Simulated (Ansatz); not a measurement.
Cartesian coordinates (Å):
```xyz
9

C     -1.1528     0.0017     0.1497
O      0.0354    -0.5818     0.5759
C      1.1559    -0.0767    -0.0748
H     -1.9788    -0.4548     0.7133
H     -1.3354    -0.1625    -0.9324
H     -1.1699     1.0964     0.3298
H      1.1154    -0.2456    -1.1707
H      1.2810     1.0132     0.0916
H      2.0424    -0.5915     0.3223
```
Charge +1, spin multiplicity 2.

Calculation: frozen-core CCSD(T)/def2-TZVPP // PBE0-D4/def2-SVP (Ansatz, a quantum-chemistry and plane-wave program). The geometry is that of the parent before the electron was removed.

The HF energy is -153.80360 Ha and the MP2 correlation energy is -0.53855 Ha.

Question: Estimate the CCSD correlation energy, the (T) correction, the total energy and the T1 diagnostic.

Answer: 
| Item | Value |
|---|---|
| CCSD correlation energy | -0.58408 Ha |
| (T) correction | -0.02053 Ha |
| CCSD(T) total energy | -154.40821 Ha |
| T1 diagnostic | 0.026 |
